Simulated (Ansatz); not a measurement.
`C=[CH][AlH2]`, charge 0, multiplicity 1.

(1) Give a relaxed structure at PBE0-D4/def2-TZVP (Ansatz 0.2.0). (Estimate.)

## Answers

(1) The calculation gave: 
```xyz
8

C     0.606    0.633   -1.067
C     0.496    0.426    0.249
Al   -0.830   -0.822    0.914
H    -0.032    0.117   -1.782
H     1.330    1.321   -1.501
H     1.175    0.985    0.892
H    -1.009   -1.114    2.464
H    -1.737   -1.546   -0.170
```
Point group Cs.
